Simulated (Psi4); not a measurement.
# PO (Phosphorus monoxide): USVWN5/cc-pVTZ

Aim: the vertical doublet–quartet gap of PO (Phosphorus monoxide) at USVWN5/cc-pVTZ, from 2 runs. 

The calculation is run with Psi4 1.11.

1 further run of the same task is left out (it didn't finish).

### Step 1. The structure to begin with

The species is PO (2 atoms), meant as a doublet with charge 0. As SMILES, `O=[P]`. The coordinates come from a PBE0-D4/def2-TZVP relaxation.

Bond lengths: O1–P2 1.474 Å.

### Step 2. The energy at USVWN5/cc-pVTZ

The input, job.dat:

```
memory 2200 MB

molecule m {
  0 2
  O      0.000000     0.000000    -0.009450
  P      0.000000     0.000000     1.464540
  symmetry c1
  no_reorient
  no_com
}

set globals {
  basis                cc-pVTZ
  reference            uks
  puream               true
  e_convergence        1e-09
  d_convergence        1e-06
  scf_type             pk
  dft_radial_points    99
  dft_spherical_points 590
  maxiter              150
  level_shift          0.3
  level_shift_cutoff   1e-09
}

e, wfn = energy('scf', dft_functional={"name": "SVWN5", "x_functionals": {"LDA_X": {}}, "c_functionals": {"LDA_C_VWN": {}}}, return_wfn=True)
print_variables()
```

Started as:

```sh
$ psi4 job.dat job.out -n 1
```

job.out (excerpt; [...] marks lines left out):

```text
[...]
  Running in c1 symmetry.
[...]
  Nuclear repulsion =   43.081204947387704
[...]
  Multiplicity = 2
[...]
  Nalpha       = 12
  Nbeta        = 11
[...]
    Number of basis functions: 64
[...]
   @UKS iter   1:  -414.54993060810779   -5.90363e-02   1.26751e-02 DIIS/ADIIS/SHIFT
[...]
   @UKS iter  18:  -414.79804922280556   -8.96705e-10   4.36975e-07 DIIS/SHIFT
[...]
   @S^2 Observed:                7.513317138E-01
[...]
    Orbital Energies [Eh]
    ---------------------
    Alpha Occupied:
       1A    -76.085827     2A    -18.647149     3A     -6.340635
       4A     -4.594854     5A     -4.587924     6A     -4.587144
       7A     -0.939918     8A     -0.504257     9A     -0.366813
      10A     -0.361454    11A     -0.351940    12A     -0.161358
    Alpha Virtual:
      13A      0.136782    14A      0.292065    15A      0.488899
      16A      0.511629    17A      0.513487    18A      0.521366
      19A      0.521513    20A      0.558723    21A      0.616932
      22A      0.620516    23A      0.771397    24A      0.901979
      25A      0.905122    26A      0.962121    27A      1.392140
[...]
  @UKS Final Energy:  -414.79804922280556
   => Energetics <=
    Nuclear Repulsion Energy =             43.0812049473877039
    One-Electron Energy =                -660.6256897250780185
    Two-Electron Energy =                 232.6824951449639229
    DFT Exchange-Correlation Energy =     -29.9360595900791786
    Empirical Dispersion Energy =           0.0000000000000000
    VV10 Nonlocal Energy =                  0.0000000000000000
    Total Energy =                       -414.7980492228055596
[...]
 Multipole Moments:
 ------------------------------------------------------------------------------------
     Multipole            Electronic (a.u.)      Nuclear  (a.u.)        Total (a.u.)
 ------------------------------------------------------------------------------------
 L = 1.  Multiply by 2.5417464519 to convert [e a0] to [Debye]
 Dipole X            :         -0.0000000            0.0000000           -0.0000000
 Dipole Y            :         -0.0000000            0.0000000           -0.0000000
 Dipole Z            :        -40.6511570           41.3708292            0.7196722
 Magnitude           :                                                    0.7196722
[...]
```

Wall time 5.7 s (1 thread of Intel Xeon 6975P-C (Granite Rapids), shared host); peak memory 0.49 GiB.

### Step 3. The quartet: energy and gradient at USVWN5/cc-pVTZ

The input, input.in:

```
memory 2200 MB

molecule mol {
  0 4
  O
  P 1 r2

  r2 = 1.47399
  units angstrom
  symmetry c1
}

set {
  basis                cc-pVTZ
  reference            uks
  puream               true
  e_convergence        1e-09
  d_convergence        1e-08
  scf_type             pk
  dft_radial_points    99
  dft_spherical_points 590
  maxiter              100
}

e_tot, wfn = gradient('scf', dft_functional={"name": "SVWN5", "x_functionals": {"LDA_X": {}}, "c_functionals": {"LDA_C_VWN": {}}}, return_wfn=True)
print_variables()
```

Started as:

```sh
$ psi4 -n 1 input.in input.out
```

input.out (excerpt; [...] marks lines left out):

```text
[...]
  Running in c1 symmetry.
[...]
  Nuclear repulsion =   43.081204947387704
[...]
  Multiplicity = 4
[...]
  Nalpha       = 13
  Nbeta        = 10
[...]
    Number of basis functions: 64
[...]
   @UKS iter   1:  -414.43427085992653    5.66234e-02   1.14336e-02 ADIIS/DIIS
[...]
   @UKS iter  12:  -414.63872652089645    1.70530e-13   7.21798e-09 DIIS
[...]
   @S^2 Observed:                3.753534170E+00
[...]
  @UKS Final Energy:  -414.63872652089645
   => Energetics <=
    Nuclear Repulsion Energy =             43.0812049473877039
    One-Electron Energy =                -660.0881091400527794
    Two-Electron Energy =                 232.3227588029813546
    DFT Exchange-Correlation Energy =     -29.9545811312127768
    Empirical Dispersion Energy =           0.0000000000000000
    VV10 Nonlocal Energy =                  0.0000000000000000
    Total Energy =                       -414.6387265208964550
[...]
 Multipole Moments:
 ------------------------------------------------------------------------------------
     Multipole            Electronic (a.u.)      Nuclear  (a.u.)        Total (a.u.)
 ------------------------------------------------------------------------------------
 L = 1.  Multiply by 2.5417464519 to convert [e a0] to [Debye]
 Dipole X            :          0.0000000            0.0000000            0.0000000
 Dipole Y            :         -0.0000000            0.0000000           -0.0000000
 Dipole Z            :          1.0195488           -0.4665088            0.5530400
 Magnitude           :                                                    0.5530400
[...]
  -Total Gradient:
     Atom            X                  Y                   Z
    ------   -----------------  -----------------  -----------------
       1       -0.000000000000    -0.000000000000     0.090545541196
       2        0.000000000000     0.000000000000    -0.090545060577
[...]
```

It took 7.5 s on 1 thread of Intel Xeon 6975P-C (Granite Rapids), shared host; peak memory 0.49 GiB.

### Step 4. Results

At USVWN5/cc-pVTZ:

| quantity | value |
| --- | --- |
| doublet: total energy | -414.79805 Eh |
| doublet: dipole moment | 1.83 D |
| doublet: HOMO energy (highest over α and β) | -4.39 eV |
| doublet: ⟨S²⟩ | 0.751 |
| quartet: total energy | -414.63873 Eh |
| quartet: dipole moment | 1.41 D |
| quartet: HOMO energy (highest over α and β) | -5.03 eV |
| quartet: ⟨S²⟩ | 3.754 |
| quartet: largest force on an atom | 4.656 eV/Å |
| vertical energy of the quartet above the doublet | 4.335 eV |

**Reading.** At this shape the quartet lies 4.34 eV (100 kcal/mol) above the doublet.
